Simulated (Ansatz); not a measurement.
Molecule: acetylene, C2H2, net charge 0, singlet state. 
Geometry from a B3LYP-D3(BJ)/def2-TZVP (Ansatz, a quantum-chemistry and plane-wave program) optimisation:
```xyz
4

C      0.0000     0.0000    -0.5984
C      0.0000     0.0000     0.5984
H      0.0000     0.0000     1.6611
H      0.0000     0.0000    -1.6611
```
Charge 0, spin multiplicity 1.

Wanted: vertical ionisation energy (to the doublet state of charge +1; each state is the SCF solution reached for its spin), in eV. Valence correlation only, unless marked. Open shells are spin-unrestricted. Spin-orbit coupling is left out. No relativistic terms. CBS(X,Y): correlation extrapolated as X^-3; Hartree-Fock from the larger set.

```json
[
 {"level": "r2SCAN/def2-TZVPD", "program": "Ansatz", "vertical ionisation energy (eV)": "11.26"},
 {"level": "B3LYP/def2-TZVPD", "program": "Ansatz", "vertical ionisation energy (eV)": "…"},
 {"level": "wB97M-V/def2-TZVPD", "program": "Ansatz", "vertical ionisation energy (eV)": "11.30"},
 {"level": "CCSD(T)/CBS(def2-TZVPPD,def2-QZVPPD)", "program": "Ansatz", "vertical ionisation energy (eV)": "…"}
]
```

### Question
Some entries are withheld; supply them.

### Answer

- B3LYP/def2-TZVPD, vertical ionisation energy (eV): 11.38
- CCSD(T)/CBS(def2-TZVPPD,def2-QZVPPD), vertical ionisation energy (eV): 11.54
